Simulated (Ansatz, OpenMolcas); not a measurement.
Errors in the atomisation enthalpy at 298 K

6 molecules with nitrogen; the atomisation enthalpy at 298 K in kJ/mol, computed less measured. Shapes, held fixed at every level: PBE0-D4/def2-TZVP. Flexible molecules stand in one conformer, not always the lowest. Thermal terms are harmonic and unscaled (PBE0-D4/def2-TZVP); the spin-orbit lowering of the free atoms is taken from their spectra. Programs: Ansatz 0.2.0, OpenMolcas 26.06. Measured values: Active Thermochemical Tables, CRC Handbook of Chemistry and Physics, NIST-JANAF tables.

Levels: A = HF/3-21G; B = HF/def2-SVP; C = B3LYP/6-31G* (spherical functions); D = CCSD(T)/def2-TZVPP.

```csv
molecule,from tabulated heats,A,B,C,D
NOF (nitrosyl fluoride),867,-909,-655,+13,-38
NF3 (nitrogen trifluoride),843,-893,-721,+28,-62
NH3 (ammonia),1172,-521,-422,-33,-39
C2H3N (isocyanomethane),2397,-909,-731,-24,-90
C3H5N (isocyanoethane),3571,-1229,-1003,-22,-111
C2H7N (ethanamine),3480,-1152,-962,-16,-89
```

(1) Sum up the errors.

Results:

(1) 
| level | kind | mean error | mean absolute error | worst case |
| --- | --- | --- | --- | --- |
| HF/3-21G | Hartree–Fock | -935.5 | 935.5 | C3H5N |
| HF/def2-SVP | Hartree–Fock | -749.0 | 749.0 | C3H5N |
| B3LYP/6-31G* (spherical functions) | global hybrid | -9.0 | 22.7 | NH3 |
| CCSD(T)/def2-TZVPP | coupled cluster or CI | -71.5 | 71.5 | C3H5N |

On this set B3LYP/6-31G* (spherical functions) has the smallest mean absolute error and HF/3-21G the largest. HF/3-21G is too low in 6 of 6; HF/def2-SVP is too low in 6 of 6; B3LYP/6-31G* (spherical functions) is too low in 4 of 6; CCSD(T)/def2-TZVPP is too low in 6 of 6. The heats of NF3 come from older tables and can be uncertain by 10 kJ/mol or more. The tabulated values of NOF, C2H3N are in doubt (older tables, estimates, or at odds with other calculations) and kept here. Over the 4 molecules whose values aren't doubted the mean absolute errors are A 948.8; B 777.0; C 24.8; D 75.2. A functional in a double-zeta set wins here by errors that cancel. For HF/3-21G the error grows with the size of the molecule. Where a negative error exceeds the measured value, the molecule comes out unbound. Hartree–Fock lacks correlation and underbinds. Rows in very small basis sets show the basis more than the method. Correlated wave functions converge slowly with the basis. The set is small.
